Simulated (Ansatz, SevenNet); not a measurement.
**Chalcopyrite CuGaSe₂: bulk modulus by level of theory**

No measured value is used here.

```json
[
 {"level (code)": "SevenNet-0 (SevenNet)", "value (GPa)": "58.4", "cell (Å³/atom)": "22.61"},
 {"level (code)": "SevenNet-l3i5 (SevenNet)", "value (GPa)": "61.2", "cell (Å³/atom)": "22.59"},
 {"level (code)": "LDA (Ansatz)", "value (GPa)": "77.9", "cell (Å³/atom)": "20.78"},
 {"level (code)": "PBE (Ansatz)", "value (GPa)": "60.0", "cell (Å³/atom)": "22.64"},
 {"level (code)": "PBEsol (Ansatz)", "value (GPa)": "70.8", "cell (Å³/atom)": "21.47"},
 {"level (code)": "r²SCAN (Ansatz)", "value (GPa)": "69.7", "cell (Å³/atom)": "21.81"}
]
```

Each level is taken at its own relaxed cell. Cutoffs differ between the levels. Ansatz's density-functional and Hartree–Fock values are scalar-relativistic unless marked +SOC, with PAW data made under PBE.

Machine-learned potentials (SevenNet-0, SevenNet-l3i5) are trained on DFT data, which may include these solids.

Ansatz is a quantum-chemistry and plane-wave program.
